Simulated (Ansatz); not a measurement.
# O2Si: the cost of one run

Computed with Ansatz 0.2.0 (DFT B3LYP, Gaussian basis aug-cc-pV(T+d)Z, unless a step's input says otherwise).

## Step 1: The system as given

Bond lengths: O1–Si2 1.510 Å, Si2–O3 1.510 Å. Angles: O1–Si2–O3 180.0°.

Coordinates:

```xyz
3

O     0.0000    0.0000   -1.5100
Si    0.0000    0.0000    0.0000
O     0.0000    0.0000    1.5100
```

## Step 2: Relaxing the atoms: O2Si

The input, input.yaml:

```yaml
relax:
  f_tol: 0.0002
  max_steps: 200
crystal:
  periodic: [false, false, false]
  atoms:
    - { symbol: O, position_ang: [0.0, 0.0, -1.51] }
    - { symbol: Si, position_ang: [0.0, 0.0, 0.0] }
    - { symbol: O, position_ang: [0.0, 0.0, 1.51] }
basis:
  gaussian: { orbitals: "aug-cc-pV(T+d)Z.json" }
hamiltonian:
  xc: { name: B3LYP }
accuracy: high
```

Started as:

```
ansatz run input.yaml --threads 4 --pin off --max-ram 6144MiB --backend cpu --events-out ev --progress --plain --runs-dir out
```

What time and memory should one allow on 4 threads of Arm Neoverse V1, shared host?

About 15 s, with a peak of 0.49 GiB.
